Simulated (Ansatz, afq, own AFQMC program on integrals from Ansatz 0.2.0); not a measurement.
**HCl$_{2}$, doublet in cc-pVTZ, levels against CCSDT(Q)**

```yaml
atoms:
  - { symbol: Cl, position_ang: [0.0000, 0.0000, -1.4353] }
  - { symbol: H, position_ang: [0.0000, 0.0000, -0.1565] }
  - { symbol: Cl, position_ang: [0.0000, 0.0000, 1.5917] }
```

Connectivity, by distances: Cl ··· Cl, 1 bridging H.

Basis cc-pVTZ. Only valence electrons are correlated. AFQMC by an in-house program on the Cholesky factors that Ansatz 0.2.0 writes for its CCSD(T) run. ph-AFQMC/CISD is guided by a CISD state made of CCSD amplitudes; releasing the constraint for a short imaginary time cuts its bias at the price of noise, slowly where states lie close. Uncertainties: one standard error, sampling alone.

Determinant: UHF, the one that the program's search chose, which needn't be the lowest solution. The geometry is a point of a scan.

No full CI on the walks' own integrals is used here; CCSDT(Q) serves as the reference and is uncertain by about the last step of the cluster series.

The T1 diagnostic is 0.0108 and the weight of the determinant in the CISD state is 0.856. The ⟨S²⟩ of the determinant is 0.767 and the size of the correlated space is 15 electrons in 72 orbitals.

```csv
level,correlation energy (eV)
MP2,-10.1504
CCSD,-11.2694
CCSD(T),-11.6778
```

Question: Estimate where phaseless AFQMC with a CISD trial lies against CCSD(T) on the same integrals.

Answer: 3.0 ± 0.6 kJ/mol below CCSD(T).

Reference: CCSDT(Q), correlation energy -11.726 eV. The released energy is read at 1.50 1/Eh (meV from the phaseless value at times in 1/Eh: -7 ± 5 at 0.24, -18 ± 5 at 0.51, -16 ± 7 at 0.99, -24 ± 8 at 1.50).

```tsv
level	E − E(reference) (kJ/mol)	share of correlation (%)
CCSD(T)	4.7	99.59
CCSDT	1.6	99.86
ph-AFQMC/CISD	1.7 ± 0.6	99.85
released AFQMC	-0.6 ± 0.8	100.05
```

A walk keeps the symmetry of its determinant, which the program's search chose and which needn't be the lowest solution, so a lower state of the same spin and another symmetry isn't excluded. Released energies are given only where the last usable release times agree within the noise; a slower fall can still hide under it.
